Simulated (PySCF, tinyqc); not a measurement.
Inside a calculation. Method: CID on RHF in the sto-6g basis, frozen core, for BH, spin multiplicity 1. The lowest restricted solution is unstable here: a spin-polarised one lies 0.0637 hartree lower (PySCF). One step of it, computed by the program tinyqc.

Problem. CID: determinants and Hamiltonian. Slater-Condon rules over spin orbitals, with the nuclear repulsion and the energy of the frozen orbital added and E(HF) subtracted on the diagonal. Only determinants linked to the reference directly or through others are kept (one block of an abelian symmetry group), so some states are absent.

one-electron integrals dressed by the frozen orbital, h + 2 (pq|11) - (p1|1q) (hartree), order 2, 3, 4, 5, 6:
$$\begin{pmatrix}
-1.608352 & 0.009016 & 0.000000 & 0.000000 & -0.087305 \\
0.009016 & -1.315204 & 0.000000 & 0.000000 & -0.127618 \\
0.000000 & 0.000000 & -1.389932 & 0.000000 & 0.000000 \\
0.000000 & 0.000000 & 0.000000 & -1.389932 & 0.000000 \\
-0.087305 & -0.127618 & 0.000000 & 0.000000 & -1.261918
\end{pmatrix}$$

energy of the frozen orbital, 2 h_11 + (11|11) = -22.44197200 hartree

Two-electron integrals over orbitals (pq|rs), unique and non-zero (hartree); the lowest 1 orbital is frozen and left out:
```
(22|22) 0.497317    (32|22) -0.043841   (32|32) 0.079125    (33|22) 0.367952
(33|32) 0.034824    (33|33) 0.472400    (42|42) 0.105839    (43|42) -0.022160
(43|43) 0.016507    (44|22) 0.516962    (44|32) -0.058041   (44|33) 0.350188
(44|44) 0.587109    (52|52) 0.105839    (53|52) -0.022160   (53|53) 0.016507
(54|54) 0.031641    (55|22) 0.516962    (55|32) -0.058041   (55|33) 0.350188
(55|44) 0.523827    (55|55) 0.587109    (62|22) 0.041105    (62|32) 0.033640
(62|33) -0.019724   (62|44) 0.047104    (62|55) 0.047104    (62|62) 0.073493
(63|22) 0.117142    (63|32) -0.085647   (63|33) -0.073025   (63|44) 0.135130
(63|55) 0.135130    (63|62) 0.032460    (63|63) 0.191906    (64|42) 0.017541
(64|43) 0.011638    (64|64) 0.023216    (65|52) 0.017541    (65|53) 0.011638
(65|65) 0.023216    (66|22) 0.432400    (66|32) 0.026716    (66|33) 0.451601
(66|44) 0.423217    (66|55) 0.423217    (66|62) 0.028897    (66|63) -0.000766
(66|66) 0.483999
```

nuclear repulsion = 1.19184057 hartree

Hartree-Fock energy = -24.81396774 hartree

Give: determinants; H - E(HF) between determinants.

Solution.

Occupation strings over the orbitals (2 doubly, a alpha, b beta, 0 empty; spin orbitals ordered 1a 1b 2a 2b ...): 222000 220200 2ab200 220020 2ab020 220002 2ab002 2ba200 202200 2ba020 202020 2ba002 202002

H - E(HF) between determinants (hartree):
```
        222000  220200  2ab200  220020  2ab020  220002  2ab002  2ba200
222000   0.000   0.017   0.022   0.017   0.022   0.192  -0.032  -0.022
220200   0.017   0.508  -0.129   0.032   0.000   0.023   0.000   0.129
2ab200   0.022  -0.129   0.427   0.000   0.032   0.000   0.023  -0.079
220020   0.017   0.032   0.000   0.508  -0.129   0.023   0.000   0.000
2ab020   0.022   0.000   0.032  -0.129   0.427   0.000   0.023   0.000
220002   0.192   0.023   0.000   0.023   0.000   0.387  -0.014   0.000
2ab002  -0.032   0.000   0.023   0.000   0.023  -0.014   0.471   0.000
2ba200  -0.022   0.129  -0.079   0.000   0.000   0.000   0.000   0.427
202200   0.106   0.079  -0.050   0.000   0.000   0.000   0.000   0.050
2ba020  -0.022   0.000   0.000   0.129  -0.079   0.000   0.000   0.032
202020   0.106   0.000   0.000   0.079  -0.050   0.000   0.000   0.000
2ba002   0.032   0.000   0.000   0.000   0.000   0.014  -0.079   0.023
202002   0.073   0.000   0.000   0.000   0.000   0.079   0.065   0.000

        202200  2ba020  202020  2ba002  202002
222000   0.106  -0.022   0.106   0.032   0.073
220200   0.079   0.000   0.000   0.000   0.000
2ab200  -0.050   0.000   0.000   0.000   0.000
220020   0.000   0.129   0.079   0.000   0.000
2ab020   0.000  -0.079  -0.050   0.000   0.000
220002   0.000   0.000   0.000   0.014   0.079
2ab002   0.000   0.000   0.000  -0.079   0.065
2ba200   0.050   0.032   0.000   0.023   0.000
202200   0.581   0.000   0.032   0.000   0.023
2ba020   0.000   0.427   0.050   0.023   0.000
202020   0.032   0.050   0.581   0.000   0.023
2ba002   0.000   0.023   0.000   0.471  -0.065
202002   0.023   0.000   0.023  -0.065   0.789
```
